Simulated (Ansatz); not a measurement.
CHO2− (`O=C[O-]`): measurement beside calculation (Ansatz, PBE0-D4/def2-TZVP geometry).

Z-matrix (Å, degrees):
```
C
O 1 1.246
O 1 1.246 2 130.4
H 1 1.139 2 114.8 3 -180.0
```

Measured: 1314 cm⁻¹ (symmetric C-O stretch in HCOO-(Ar), infrared spectroscopy of Ar-tagged ion); 1623 cm⁻¹ (COO- antisymmetric stretch, IR spectroscopy). Source: Infrared Multiple Photon Dissociation Spectroscopy of Hydrated Cobalt Anions Doped with Carbon Dioxide CoCO2(H2O)n −, n=1–10, in the C−O Stretch Region, 2020 (pmc:7051846); Investigation of the Proton-Bound Dimer of Dihydrogen Phosphate and Formate Using Infrared Spectroscopy in Helium Droplets, 2024 (pmc:11163467).

Harmonic PBE0-D4 wavenumbers (cm⁻¹, unscaled): 753, 1052, 1368, 1369, 1699, 2592. Fundamentals include anharmonicity and usually lie a few per cent under these; harmonic values from spectra compare directly.
